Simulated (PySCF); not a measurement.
# Exact mass, isotope pattern and composition

Species: monosulfur monofluoride (`F[S]`) [radical].

Calculated from isotope tables alone.

**Question.** Molar mass and exact mass?

**Answer.** For SF, with standard atomic weights, 1 × 18.998 + 1 × 32.060 = 51.058 g/mol. From the most abundant isotopes (19F, 32S), 1 × 18.998403 + 1 × 31.972071 = 50.9705 u.

**Question.** Work out the cluster of the singly charged cation M+, one line a nominal mass.

**Answer.** 
```tsv
nominal mass	m/z (centroid)	relative intensity
51	50.9699	100.0
52	51.9693	0.8
53	52.9657	4.5
```

Lines under 0.1 % of the tallest are left out. One electron mass, 0.00055 u, is taken off.

**Question.** List the species in which a single atom is changed from its most abundant isotope.

**Answer.** Intensity in % of the monoisotopic species:

```tsv
isotope	mass shift (u)	m/z	intensity (%)
33S	+0.99939	51.9693	0.80
34S	+1.99580	52.9657	4.52
36S	+3.99501	54.9649	0.02
```

Species under 0.02 % are left out.

**Question.** What share of all molecules is the monoisotopic species?

**Answer.** 1 × 0.9493 = 94.93 %.

**Question.** Protons, neutrons, electrons, and exact less nominal mass of the monoisotopic species?

**Answer.** 25 protons, 26 neutrons and 25 electrons; 50.9705 − 51 = -0.0295 u.
